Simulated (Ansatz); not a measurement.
Input file:

```yaml
crystal:
  periodic: [false, false, false]
  atoms:
    - {symbol: B, position_ang: [0.111364, -1.155810, 2.254588]}
    - {symbol: P, position_ang: [0.003379, 0.544017, 1.408015]}
    - {symbol: Ga, position_ang: [-0.000522, -0.066804, -0.996403]}
    - {symbol: H, position_ang: [-1.262213, 0.300558, 1.474620]}
basis:
  gaussian: {orbitals: cc-pVDZ, point_charges: [{charge: 1.00, position_ang: [3.402, 0.638, 0.027]}]}
magnetization: {spin_polarized: true, initial_magnetization: 0}
hamiltonian: {xc: hf}
output: {orbitals: {seedname: orbitals}}
```

```sh
$ ansatz run in.yaml --threads 1 --pin off --events-out ev --progress --plain --max-ram 2393MiB
```

The program prints:

```
693 factors; integrals over basis functions are off by at most 8.3e-4 eV
mean field evaluation 1: about -62288.2997 eV, gradient 1.0e1 eV
mean field evaluation 2: about -62288.3297 eV, gradient 1.0e1 eV
mean field evaluation 4: about -62289.5153 eV, gradient 1.5e0 eV
mean field evaluation 8: about -62289.5822 eV, gradient 2.3e-1 eV
mean field evaluation 16: about -62289.6372 eV, gradient 4.4e-1 eV
mean field evaluation 32: about -62289.7569 eV, gradient 5.6e-2 eV
mean field evaluation 64: about -62289.5465 eV, gradient 1.3e0 eV
mean field evaluation 96: about -62289.7564 eV, gradient 1.5e-2 eV
mean field evaluation 128: about -62289.7553 eV, gradient 4.7e-2 eV
mean field evaluation 160: about -62289.6789 eV, gradient 1.7e-1 eV
mean field evaluation 192: about -62289.6802 eV, gradient 1.7e-1 eV
mean field evaluation 224: about -62289.0547 eV, gradient 3.3e0 eV
mean field evaluation 256: about -62289.7168 eV, gradient 2.8e-1 eV
mean field evaluation 288: about -62289.5845 eV, gradient 1.1e-5 eV
mean field evaluation 320: about -62278.1806 eV, gradient 1.6e1 eV
mean field -62289.75913668 eV, -2289.1064267579 hartree, gradient 8.2e-6 eV, S^2 0.554177; 9 other end points of the search recorded, 0 dependent functions left out
reference -62289.75913668 eV, -2289.1064267579 hartree; 26, 26 occupied and 38, 38 virtual orbitals, 693 factors
Total energy: -62289.75913668 eV, -2289.1064267579 hartree
```

Ran on 1 thread of Arm Neoverse V1, shared host: 10 s wall, 0.16 GiB peak host memory.
